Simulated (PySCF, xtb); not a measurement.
diphosphorus (P2), SMILES P#P.

GFN2-xTB (xtb 6.7.1) at its own geometry gives an orbital gap of 2.49 eV and a dipole moment of 0.00 D.

Geometry: B3LYP-D3(BJ)/def2-TZVPD.

**Question.** What does PBE/def2-TZVPD (PySCF) give? (The exact figures need the calculation; the answer reports its results.)

**Answer.** gap 3.73 eV (levels -7.12 and -3.39 eV), dipole 0.00 D.
